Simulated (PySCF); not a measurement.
Molecule: `C/C=C(/F)C#N`, C4H4FN.

Structure with atom numbers: `[CH3:1]/[CH:2]=[C:3](/[F:4])[C:5]#[N:6]`; H(Xn) means a hydrogen on atom n.

Geometry PBE0-D3(BJ)/def2-SVP throughout; GIAO in PySCF 2.14.0 with density-fitted response routines, gas phase, one conformer, non-relativistic; equivalent atoms averaged; functional PBE0.

For orientation, pcSseg-1 gives these absolute shieldings σ: C3 42.8, C2 53.6, C5 68.1, C1 169.9, F4 299.9, N6 -69.0, H(C2) 25.12, H(C1) 29.26 ppm.

A run gave: C3 65.6, C2 76.6, C5 88.1, C1 185.2, F4 304.1, N6 -31.5, H(C2) 26.43, H(C1) 30.52 ppm (absolute shieldings σ).

Which basis set was used in that run?
A. 6-31G
B. pcSseg-2
C. def2-SVP
D. 6-31G*

## Answers

A. H(C1) tells them apart best: 6-31G gives 30.52, pcSseg-2 gives 29.28, 6-31G* gives 30.10, def2-SVP gives 29.58 ppm.
